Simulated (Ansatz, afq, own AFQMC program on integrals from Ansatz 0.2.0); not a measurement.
# SiH3+ (triplet): quantum Monte Carlo beside coupled cluster at scale of all distances = 1.785, cc-pVDZ

Aim: compute SiH3+ (triplet) with auxiliary-field quantum Monte Carlo on the same integrals as coupled cluster, and set the energies side by side.

The runs use Ansatz 0.2.0, Gaussian basis, and an in-house AFQMC program (afq) on its integrals; all values are calculated; cc-pVDZ, frozen cores.

To be run: Full CI; PBE (unrestricted); r2SCAN (unrestricted); PBE0 (unrestricted); B3LYP (unrestricted); wB97M-V (unrestricted); B2PLYP (unrestricted); CCSD(T) on UHF; Full CI; Full CI (quintet); CCSDT(Q) on UHF; CCSDTQ on UHF; Phaseless AFQMC, CISD trial on UHF; Phaseless AFQMC, CISD trial on UHF; CCSD(T) on ROHF; Full CI; CCSDT(Q) on ROHF; CCSDTQ on ROHF; Phaseless AFQMC, CISD trial on ROHF.

4 further runs of the same task are left out: 4 that didn't finish.

## Step 1: What is computed

The geometry derives from a PBE0/def2-TZVP stationary point (not a proven minimum). All distances are scaled together.

4 atoms, charge 1, spin multiplicity 3.

Atoms are counted from 1 here; the program's logs count them from 0.

No contacts short enough for the rule that draws bonds.

Coordinates:

| atom | x (Å) | y (Å) | z (Å) |
| --- | --- | --- | --- |
| Si1 | 0.0000 | 0.1208 | -0.1405 |
| H2 | 0.0000 | -2.1875 | -1.4698 |
| H3 | 0.7842 | -0.5886 | 2.6924 |
| H4 | -0.7842 | -0.5886 | 2.6924 |

## Step 2: Full CI

in.yaml

```yaml
crystal:
  periodic: [false, false, false]
  atoms:
    - {symbol: Si, position_ang: [0.000000, 0.120755, -0.140500]}
    - {symbol: H, position_ang: [0.000000, -2.187512, -1.469847]}
    - {symbol: H, position_ang: [0.784188, -0.588625, 2.692391]}
    - {symbol: H, position_ang: [-0.784188, -0.588625, 2.692391]}
basis:
  gaussian: {orbitals: cc-pVDZ}
total_charge: 1
magnetization: {spin_polarized: false, initial_magnetization: 2}
correlation: {method: fci, electrons: outside_noble_gas}
```

On the command line:

```console
ansatz run in.yaml --threads 1 --pin off --events-out ev --progress --plain --max-ram 15360MiB --backend cuda --devices 0, --max-vram 18GiB
```

The log of the run, cut to the lines that bear on the results:

```text
Functional definition: HF
  name "HF"
  cite "Fock, Z. Phys. 61, 126 (1930) doi:10.1007/BF01340294"
  parent pbe
[...]
581 factors; integrals over basis functions are off by at most 1.7e-7 eV
[...]
mean field -7893.18705628 eV, -290.0692741240 hartree, gradient 1.7e-6 eV, S^2 2.000000; 11 other end points of the search recorded, 0 dependent functions left out
[...]
determinant -7893.18705628 eV, -290.0692741240 hartree, with singles and doubles -7896.44779433 eV, -290.1891040369 hartree
determinant -7892.80783246 eV, -290.0553379055 hartree, with singles and doubles -7896.15408568 eV, -290.1783104431 hartree
determinant -7893.18705628 eV, -290.0692741240 hartree, with singles and doubles -7896.41821700 eV, -290.1880170902 hartree
determinant -7892.80783246 eV, -290.0553379055 hartree, with singles and doubles -7896.13200777 eV, -290.1774990951 hartree
unrestricted determinant -7893.85380060 eV, -290.0937765258 hartree, S^2 2.6135
5 core orbitals not correlated: weight in the atoms' cores, before any rotation towards them, 1.000 or more for the frozen orbitals, at most 0.000 for the correlated occupied ones
reference -7893.18705628 eV, -290.0692741240 hartree; 4, 2 occupied and 24, 26 virtual orbitals, 581 factors
state -7896.47047170 eV, -290.1899374150 hartree
Total energy: -7896.47047170 eV, -290.1899374150 hartree
```

Wall time 24 s (1 × NVIDIA H100 80GB HBM3 with 1 thread of AMD EPYC 7R13 (Zen 3), shared host); peak host memory 1.6 GiB.

From the report: 5,365,800 determinants, symmetry A''.

## Step 3: PBE (unrestricted)

Changes to in.yaml since step 2:

```diff
@@ -10,3 +10,4 @@
 total_charge: 1
-magnetization: {spin_polarized: false, initial_magnetization: 2}
-correlation: {method: fci, electrons: outside_noble_gas}
+magnetization: {spin_polarized: true, initial_magnetization: 2}
+hamiltonian: {xc: {name: PBE}}
+output: {orbitals: {seedname: orbitals}}
```

On the command line:

```console
ansatz run in.yaml --threads 1 --pin off --events-out ev --progress --plain --max-ram 5120MiB --backend cpu
```

The log of the run:

```text
Functional definition: PBE
  name "PBE"
  cite "Perdew, Burke & Ernzerhof, Phys. Rev. Lett. 77, 3865 (1996) doi:10.1103/PhysRevLett.77.3865"
  parent pbe
  parameter kappa = 0.804
  parameter beta = 0.06672455060314922
  exchange = pbe_x(kappa = kappa, mu = beta*pi^2/3)
  correlation = pbe_c(beta = beta)
318 factors; integrals over basis functions are off by at most 1.0e-3 eV
mean field evaluation 1: about -7904.2907 eV, gradient 5.7e0 eV
mean field evaluation 2: about -7904.1475 eV, gradient 6.4e0 eV
mean field evaluation 4: about -7904.9381 eV, gradient 7.3e-1 eV
mean field evaluation 8: about -7904.9458 eV, gradient 9.6e-3 eV
mean field evaluation 16: about -7904.3970 eV, gradient 2.8e0 eV
mean field evaluation 32: about -7904.5159 eV, gradient 7.2e-6 eV
mean field -7904.94575917 eV, -290.5013984848 hartree, gradient 2.5e-5 eV, S^2 2.005870; 7 other end points of the search recorded, 0 dependent functions left out
reference -7904.94579256 eV, -290.5013997118 hartree; 9, 7 occupied and 24, 26 virtual orbitals, 318 factors
Total energy: -7904.94579256 eV, -290.5013997118 hartree
```

Wall time 1.1 s (1 thread of AMD EPYC 7R13 (Zen 3), shared host); peak memory 1.6 GiB.

From the report: ⟨S²⟩ of the determinant 2.006 (pure triplet: 2.00).

## Step 4: r2SCAN (unrestricted)

Changes to in.yaml since step 3:

```diff
@@ -11,3 +11,2 @@
 magnetization: {spin_polarized: true, initial_magnetization: 2}
-hamiltonian: {xc: {name: PBE}}
-output: {orbitals: {seedname: orbitals}}
+hamiltonian: {xc: {name: r2SCAN}}
```

Same command.

The log of the run, cut to the lines that bear on the results:

```text
Functional definition: r2SCAN
  name "r2SCAN"
  cite "Furness, Kaplan, Ning, Perdew & Sun, J. Phys. Chem. Lett. 11, 8208 (2020) doi:10.1021/acs.jpclett.0c02405"
  cite "Furness, Kaplan, Ning, Perdew & Sun, J. Phys. Chem. Lett. 11, 9248 (2020) doi:10.1021/acs.jpclett.0c03077"
  parent r2scan
[...]
318 factors; integrals over basis functions are off by at most 1.0e-3 eV
[...]
mean field -7907.95708399 eV, -290.6120626307 hartree, gradient 1.1e-5 eV, S^2 2.156169; 13 other end points of the search recorded, 0 dependent functions left out
reference -7907.95709571 eV, -290.6120630616 hartree; 9, 7 occupied and 24, 26 virtual orbitals, 318 factors
Total energy: -7907.95709571 eV, -290.6120630616 hartree
```

Run time: 3.6 s. Hardware: 1 thread of AMD EPYC 7R13 (Zen 3), shared host; peak memory 1.6 GiB.

From the report: ⟨S²⟩ of the determinant 2.156 (pure triplet: 2.00).

## Step 5: PBE0 (unrestricted)

Changes to in.yaml since step 4:

```diff
@@ -11,2 +11,3 @@
 magnetization: {spin_polarized: true, initial_magnetization: 2}
-hamiltonian: {xc: {name: r2SCAN}}
+hamiltonian: {xc: {name: PBE0}}
+output: {orbitals: {seedname: orbitals}}
```

Launched as before.

The log of the run, cut to the lines that bear on the results:

```text
Functional definition: PBE0
  name "PBE0"
  cite "Adamo & Barone, J. Chem. Phys. 110, 6158 (1999) doi:10.1063/1.478522"
  cite "Perdew, Burke & Ernzerhof, Phys. Rev. Lett. 77, 3865 (1996) doi:10.1103/PhysRevLett.77.3865"
  parent pbe
[...]
318 factors; integrals over basis functions are off by at most 1.0e-3 eV
[...]
mean field -7905.41059588 eV, -290.5184809190 hartree, gradient 3.9e-6 eV, S^2 2.007388; 3 other end points of the search recorded, 0 dependent functions left out
reference -7905.41062152 eV, -290.5184818613 hartree; 9, 7 occupied and 24, 26 virtual orbitals, 318 factors
Total energy: -7905.41062152 eV, -290.5184818613 hartree
```

Wall time 0.97 s (1 thread of AMD EPYC 7R13 (Zen 3), shared host); peak memory 1.6 GiB.

From the report: ⟨S²⟩ of the determinant 2.007 (pure triplet: 2.00).

## Step 6: B3LYP (unrestricted)

Changes to in.yaml since step 5:

```diff
@@ -11,3 +11,2 @@
 magnetization: {spin_polarized: true, initial_magnetization: 2}
-hamiltonian: {xc: {name: PBE0}}
-output: {orbitals: {seedname: orbitals}}
+hamiltonian: {xc: {name: B3LYP}}
```

Same command.

The log of the run, cut to the lines that bear on the results:

```text
Functional definition: B3LYP
  name "B3LYP"
  cite "Stephens, Devlin, Chabalowski & Frisch, J. Phys. Chem. 98, 11623 (1994) doi:10.1021/j100096a001"
  cite "Becke, Phys. Rev. A 38, 3098 (1988) doi:10.1103/PhysRevA.38.3098"
  cite "Lee, Yang & Parr, Phys. Rev. B 37, 785 (1988) doi:10.1103/PhysRevB.37.785"
  cite "Vosko, Wilk & Nusair, Can. J. Phys. 58, 1200 (1980) doi:10.1139/p80-159"
[...]
318 factors; integrals over basis functions are off by at most 1.0e-3 eV
[...]
mean field -7909.68036762 eV, -290.6753921362 hartree, gradient 7.7e-6 eV, S^2 2.023770; 8 other end points of the search recorded, 0 dependent functions left out
reference -7909.68058857 eV, -290.6754002560 hartree; 9, 7 occupied and 24, 26 virtual orbitals, 318 factors
Total energy: -7909.68058857 eV, -290.6754002560 hartree
```

Run time: 1.4 s. Hardware: 1 thread of AMD EPYC 7R13 (Zen 3), shared host; peak memory 1.6 GiB.

From the report: ⟨S²⟩ of the determinant 2.024 (pure triplet: 2.00).

## Step 7: wB97M-V (unrestricted)

Changes to in.yaml since step 6:

```diff
@@ -11,2 +11,3 @@
 magnetization: {spin_polarized: true, initial_magnetization: 2}
-hamiltonian: {xc: {name: B3LYP}}
+hamiltonian: {xc: {name: wB97M-V}}
+output: {orbitals: {seedname: orbitals}}
```

Same command.

The log of the run, cut to the lines that bear on the results:

```text
Functional definition: wB97M-V
  name "wB97M-V"
  cite "Mardirossian & Head-Gordon, J. Chem. Phys. 144, 214110 (2016) doi:10.1063/1.4952647"
  cite "Becke, J. Chem. Phys. 107, 8554 (1997) doi:10.1063/1.475007"
  cite "Vydrov & Van Voorhis, J. Chem. Phys. 133, 244103 (2010) doi:10.1063/1.3521275"
  # Of w^i u^j: cxij and so on, Table III.
[...]
  gx(w, u) = 1 - cx + cx01*u + cx10*w
  gss(w, u) = css00 + css04*u^4 + css10*w + css20*w^2 + css43*w^4*u^3
  gos(w, u) = cos00 + cos10*w + (cos20 + cos21*u)*w^2 + (cos60 + cos61*u)*w^6
[...]
      + integral(e_c_pw_mod_opposite_spin*gos(b97_w_opposite, b97_u_opposite)) + vv10(b, c)
318 factors; integrals over basis functions are off by at most 1.0e-3 eV
123 factors; integrals over basis functions are off by at most 2.2e-5 eV
[...]
mean field -7907.91513414 eV, -290.6105210022 hartree, gradient 2.9e-6 eV, S^2 2.003001; 3 other end points of the search recorded, 0 dependent functions left out
reference -7907.91516970 eV, -290.6105223089 hartree; 9, 7 occupied and 24, 26 virtual orbitals, 318 factors
Total energy: -7907.91516970 eV, -290.6105223089 hartree
```

Wall time 4 s (1 thread of AMD EPYC 7R13 (Zen 3), shared host); peak memory 1.6 GiB.

From the report: ⟨S²⟩ of the determinant 2.003 (pure triplet: 2.00).

## Step 8: B2PLYP (unrestricted)

Changes to in.yaml since step 7:

```diff
@@ -11,3 +11,3 @@
 magnetization: {spin_polarized: true, initial_magnetization: 2}
-hamiltonian: {xc: {name: wB97M-V}}
-output: {orbitals: {seedname: orbitals}}
+hamiltonian: {xc: {name: B2PLYP}}
+correlation: {electrons: outside_noble_gas}
```

Same command.

The log of the run, cut to the lines that bear on the results:

```text
Functional definition: B2PLYP
  name "B2PLYP"
  cite "Grimme, J. Chem. Phys. 124, 034108 (2006) doi:10.1063/1.2148954"
  cite "Becke, Phys. Rev. A 38, 3098 (1988) doi:10.1103/PhysRevA.38.3098"
  cite "Lee, Yang & Parr, Phys. Rev. B 37, 785 (1988) doi:10.1103/PhysRevB.37.785"
[...]
318 factors; integrals over basis functions are off by at most 1.0e-3 eV
[...]
mean field -7904.70816740 eV, -290.4926671481 hartree, gradient 2.0e-6 eV, S^2 2.303445; 7 other end points of the search recorded, 0 dependent functions left out
5 core orbitals not correlated: weight in the atoms' cores, before any rotation towards them, 1.000 or more for the frozen orbitals, at most 0.000 for the correlated occupied ones
reference -7904.70831325 eV, -290.4926725083 hartree; 4, 2 occupied and 24, 26 virtual orbitals, 318 factors
second order -2.12054309 eV of doubles, -0.00000000 eV of singles
Total energy: -7905.28085989 eV, -290.5137132090 hartree
```

It took 1.3 s on 1 thread of AMD EPYC 7R13 (Zen 3), shared host; peak memory 1.6 GiB.

From the report: ⟨S²⟩ of the determinant 2.303 (pure triplet: 2.00).

## Step 9: CCSD(T) on UHF

Changes to in.yaml since step 8:

```diff
@@ -11,3 +11,2 @@
 magnetization: {spin_polarized: true, initial_magnetization: 2}
-hamiltonian: {xc: {name: B2PLYP}}
-correlation: {electrons: outside_noble_gas}
+correlation: {method: ccsd_t, electrons: outside_noble_gas, hamiltonian_folder: ham}
```

On the command line:

```console
ansatz run in.yaml --threads 1 --pin off --events-out ev --progress --plain --max-ram 15360MiB --backend cuda --devices 0, --max-vram 18GiB
```

The log of the run, cut to the lines that bear on the results:

```text
Functional definition: HF
  name "HF"
  cite "Fock, Z. Phys. 61, 126 (1930) doi:10.1007/BF01340294"
  parent pbe
[...]
318 factors; integrals over basis functions are off by at most 1.0e-3 eV
[...]
mean field -7893.85375632 eV, -290.0937748984 hartree, gradient 1.5e-6 eV, S^2 2.613471; 27 other end points of the search recorded, 0 dependent functions left out
determinant -7893.85375632 eV, -290.0937748984 hartree, with singles and doubles -7896.35011451 eV, -290.1855143699 hartree
determinant -7893.60813461 eV, -290.0847484671 hartree, with singles and doubles -7896.02056650 eV, -290.1734037039 hartree
determinant -7893.28457716 eV, -290.0728579500 hartree, with singles and doubles -7895.75929570 eV, -290.1638021789 hartree
determinant -7892.92686264 eV, -290.0597121841 hartree, with singles and doubles -7896.12566461 eV, -290.1772659884 hartree
[...]
determinant -7893.60813461 eV, -290.0847484671 hartree, with singles and doubles -7896.13584996 eV, -290.1776402931 hartree
determinant -7892.92686264 eV, -290.0597121841 hartree, with singles and doubles -7896.13507269 eV, -290.1776117288 hartree
determinant -7892.66904413 eV, -290.0502375284 hartree, with singles and doubles -7895.83433379 eV, -290.1665597780 hartree
determinant -7893.30493053 eV, -290.0736059227 hartree, with singles and doubles -7896.42256788 eV, -290.1881769822 hartree
5 core orbitals not correlated: weight in the atoms' cores, before any rotation towards them, 1.000 or more for the frozen orbitals, at most 0.000 for the correlated occupied ones
reference -7893.85375632 eV, -290.0937748984 hartree; 4, 2 occupied and 24, 26 virtual orbitals, 318 factors
second order -1.25203418 eV of doubles, -0.00000000 eV of singles
cycle   1  -2.55800159 eV  change    1.2e-7 eV  update   4.1e-6
perturbative correction -0.03402583 eV, -0.0012504260 hartree
Total energy: -7896.44578373 eV, -290.1890301489 hartree
```

Wall time 52 s (1 × NVIDIA H100 80GB HBM3 with 1 thread of AMD EPYC 7R13 (Zen 3), shared host); peak host memory 1.6 GiB.

From the report: ⟨S²⟩ of the determinant 2.613 (pure triplet: 2.00); correlation -2.5920 eV; T1 0.124; largest double amplitude 0.31. The determinant is far from a pure spin state, so its energy mixes those of several spin states (harmless only where they are near-degenerate, as at dissociation).

This run also writes the integrals to the folder ham.

## Step 10: Full CI

in.yaml

```yaml
hamiltonian:
  integrals:
    folder: ../ham
correlation: {method: fci}
```

Launched as before.

The log of the run:

```text
Functional definition: HF
  name "HF"
  cite "Fock, Z. Phys. 61, 126 (1930) doi:10.1007/BF01340294"
  parent pbe
  exchange = exact_x
  correlation = 0
reference -7893.85375632 eV, -290.0937748984 hartree; 4, 2 occupied and 24, 26 virtual orbitals, 318 factors
state -7896.47060707 eV, -290.1899423896 hartree
Total energy: -7896.47060707 eV, -290.1899423896 hartree
```

It took 19 s on 1 × NVIDIA H100 80GB HBM3 with 1 thread of AMD EPYC 7R13 (Zen 3), shared host; peak host memory 1.6 GiB.

From the report: 7,739,550 determinants.

## Step 11: Full CI (quintet)

in.yaml

```yaml
crystal:
  periodic: [false, false, false]
  atoms:
    - {symbol: Si, position_ang: [0.000000, 0.120755, -0.140500]}
    - {symbol: H, position_ang: [0.000000, -2.187512, -1.469847]}
    - {symbol: H, position_ang: [0.784188, -0.588625, 2.692391]}
    - {symbol: H, position_ang: [-0.784188, -0.588625, 2.692391]}
basis:
  gaussian: {orbitals: cc-pVDZ}
total_charge: 1
magnetization: {spin_polarized: false, initial_magnetization: 4}
correlation: {method: fci, electrons: outside_noble_gas}
```

Launched as before.

The log of the run, cut to the lines that bear on the results:

```text
Functional definition: HF
  name "HF"
  cite "Fock, Z. Phys. 61, 126 (1930) doi:10.1007/BF01340294"
  parent pbe
[...]
581 factors; integrals over basis functions are off by at most 1.7e-7 eV
[...]
mean field -7892.16416008 eV, -290.0316833821 hartree, gradient 2.7e-6 eV, S^2 6.000000; 13 other end points of the search recorded, 0 dependent functions left out
[...]
determinant -7892.16416008 eV, -290.0316833821 hartree, with singles and doubles -7893.80666241 eV, -290.0920442294 hartree
determinant -7892.11439192 eV, -290.0298544357 hartree, with singles and doubles -7893.77553355 eV, -290.0909002646 hartree
determinant -7889.44460739 eV, -289.9317416639 hartree, with singles and doubles -7891.57579988 eV, -290.0100615436 hartree
determinant -7892.16416008 eV, -290.0316833821 hartree, with singles and doubles -7893.80985181 eV, -290.0921614376 hartree
determinant -7892.11439192 eV, -290.0298544357 hartree, with singles and doubles -7893.78047852 eV, -290.0910819891 hartree
5 core orbitals not correlated: weight in the atoms' cores, before any rotation towards them, 1.000 or more for the frozen orbitals, at most 0.000 for the correlated occupied ones
reference -7892.16416008 eV, -290.0316833821 hartree; 5, 1 occupied and 23, 27 virtual orbitals, 581 factors
state -7893.84375478 eV, -290.0934073488 hartree
Total energy: -7893.84375478 eV, -290.0934073488 hartree
```

It took 33 s on 1 × NVIDIA H100 80GB HBM3 with 1 thread of AMD EPYC 7R13 (Zen 3), shared host; peak host memory 1.6 GiB.

From the report: 1,375,344 determinants, symmetry A'.

## Step 12: CCSDT(Q) on UHF

Changes to in.yaml since step 11:

```diff
@@ -10,3 +10,3 @@
 total_charge: 1
-magnetization: {spin_polarized: false, initial_magnetization: 4}
-correlation: {method: fci, electrons: outside_noble_gas}
+magnetization: {spin_polarized: true, initial_magnetization: 2}
+correlation: {method: ccsdt_q, electrons: outside_noble_gas}
```

The command is unchanged.

The log of the run, cut to the lines that bear on the results:

```text
Functional definition: HF
  name "HF"
  cite "Fock, Z. Phys. 61, 126 (1930) doi:10.1007/BF01340294"
  parent pbe
[...]
581 factors; integrals over basis functions are off by at most 1.7e-7 eV
[...]
mean field -7893.85380060 eV, -290.0937765258 hartree, gradient 1.4e-6 eV, S^2 2.613478; 27 other end points of the search recorded, 0 dependent functions left out
determinant -7893.85380060 eV, -290.0937765258 hartree, with singles and doubles -7896.35016803 eV, -290.1855163367 hartree
determinant -7893.60817548 eV, -290.0847499690 hartree, with singles and doubles -7896.02062641 eV, -290.1734059057 hartree
determinant -7893.28461512 eV, -290.0728593454 hartree, with singles and doubles -7895.75935417 eV, -290.1638043279 hartree
determinant -7892.92688821 eV, -290.0597131237 hartree, with singles and doubles -7896.12571386 eV, -290.1772677982 hartree
[...]
determinant -7892.92688821 eV, -290.0597131237 hartree, with singles and doubles -7896.13512109 eV, -290.1776135076 hartree
determinant -7892.66907138 eV, -290.0502385300 hartree, with singles and doubles -7895.83437856 eV, -290.1665614232 hartree
determinant -7893.30495210 eV, -290.0736067156 hartree, with singles and doubles -7896.42261658 eV, -290.1881787717 hartree
5 core orbitals not correlated: weight in the atoms' cores, before any rotation towards them, 1.000 or more for the frozen orbitals, at most 0.000 for the correlated occupied ones
reference -7893.85380060 eV, -290.0937765258 hartree; 4, 2 occupied and 24, 26 virtual orbitals, 581 factors
second order -1.25204885 eV of doubles, -0.00000000 eV of singles
cycle   1  -1.65353702 eV  change   -4.0e-1 eV  update   7.6e-2
[...]
cycle  46  -2.61334515 eV  change   -4.6e-7 eV  update   3.8e-7
perturbative correction -0.00138827 eV, -0.0000510180 hartree
Total energy: -7896.46853402 eV, -290.1898662066 hartree
```

It took 28 s on 1 × NVIDIA H100 80GB HBM3 with 1 thread of AMD EPYC 7R13 (Zen 3), shared host; peak host memory 1.6 GiB.

From the report: ⟨S²⟩ of the determinant 2.613 (pure triplet: 2.00); correlation -2.6147 eV; T1 0.133; largest double amplitude 0.31. The determinant is far from a pure spin state, so its energy mixes those of several spin states (harmless only where they are near-degenerate, as at dissociation).

[end of part 1 of 2]
